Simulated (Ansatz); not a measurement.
Compare A (`CCCC(C)(C)CC`) with its isomer B (`CC(C)(C)C(C)(C)C`).

Computed with Ansatz on PBE0-D4/def2-TZVP structures; ΔE is electronic, products minus reactants. CBS: MP2 limit from def2 TZ/QZ plus the TZ coupled-cluster correction, frozen cores. DFT in def2-TZVPP. One conformer a species, not always the lowest.

Task: Which isomer does CCSD(T)/CBS put lower? Give the gap. (Estimate.)

Result: Ansatz gave: A, by 0.0 kcal/mol. So small a gap doesn't settle the order.

Task: Give E(B) − E(A) in kcal/mol with PBE0-D4, HF/def2-TZVPP, PBE-D4, CCSD(T)/def2-SVP, MP2/def2-TZVPP, CCSD(T)/def2-TZVPP, BLYP-D4. (Best estimate.)

Result: Ansatz gave: PBE0-D4 1.5, HF/def2-TZVPP 5.8, PBE-D4 1.5, CCSD(T)/def2-SVP 0.3, MP2/def2-TZVPP -1.4, CCSD(T)/def2-TZVPP -0.3, BLYP-D4 1.4. The order is the other way round with MP2/def2-TZVPP, CCSD(T)/def2-TZVPP.

Largest T1 diagnostic: 0.009.

The D4 term adds −2.7 kcal/mol with B3LYP and −1.4 kcal/mol with PBE0; it sums over pairs of atoms, weighted by their polarisabilities, and B3LYP, whose exchange is more repulsive, gets the larger term. Leaving LDA and LC-ωPBE aside and taking each functional with its dispersion term where it has one, the values, not all of them listed here, spread over 1.9 kcal/mol, from ωB97M-V to B2PLYP. LDA lies −3.9 kcal/mol from PBE without D4.

B3LYP here is the variant with VWN-RPA as its local correlation; programs differ in this.
